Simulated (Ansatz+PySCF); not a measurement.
Two shapes of doublet HO2.

Shape 1:

```xyz
3

H     0.0073    0.3899    0.3687
O     0.0065    0.6276    1.2927
O    -0.0076   -0.4578    1.9211
```

Shape 2:

```xyz
3

H     0.0075    0.3986    0.3637
O     0.0066    0.6362    1.2877
O    -0.0078   -0.4751    1.9312
```

Basis set: cc-pVTZ (spherical functions). Correlated methods keep 2 orbitals frozen. Correlation on ROHF uses semicanonical orbitals with singles. Charge 0, multiplicity 2.

Computed with Ansatz (development build ahead of 0.2.0) and PySCF 2.14.0; each method stands on the lowest determinant of its kind that the runs found.

(1) Which shape is lower in energy, and by how much in each method?

Results:

(1)

```json
{"method": "ROHF", "E(2) − E(1) (eV)": "-0.058"}
{"method": "UHF", "E(2) − E(1) (eV)": "-0.053"}
{"method": "ROHF-MP2", "E(2) − E(1) (eV)": "-0.065"}
{"method": "UHF-MP2", "E(2) − E(1) (eV)": "-0.071"}
{"method": "ROHF-CCSD(T)", "E(2) − E(1) (eV)": "-0.100"}
```

Shape 2 is lower.
